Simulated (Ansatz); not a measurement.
A run of Ansatz (development build ahead of 0.2.0) on singlet BH₄(-) at this shape:

```xyz
5

B     0.0000    0.0000    0.0000
H     0.6651    0.6651    0.6651
H     0.6651   -0.6651   -0.6651
H    -0.6651    0.6651   -0.6651
H    -0.6651   -0.6651    0.6651
```

Its results:

```json
{
 "Converged": "yes",
 "Total energy": "-26.95469 hartree",
 "Spin squared of the determinant": "0.000"
}
```

(1) Which input gives this output? Name the method, the orbitals and the basis set, and write the input.

Answers

(1) RHF in cc-pVDZ. An unrestricted run that stays on the closed shell gives the same numbers.

```yaml
crystal:
  periodic: [false, false, false]
  atoms:
    - { symbol: B, position_ang: [0.0, 0.0, 0.0] }
    - { symbol: H, position_ang: [0.66511, 0.66511, 0.66511] }
    - { symbol: H, position_ang: [0.66511, -0.66511, -0.66511] }
    - { symbol: H, position_ang: [-0.66511, 0.66511, -0.66511] }
    - { symbol: H, position_ang: [-0.66511, -0.66511, 0.66511] }
basis:
  gaussian: { orbitals: cc-pVDZ }
total_charge: -1
hamiltonian:
  xc: hf
```

Caution: no diffuse functions for an anion.
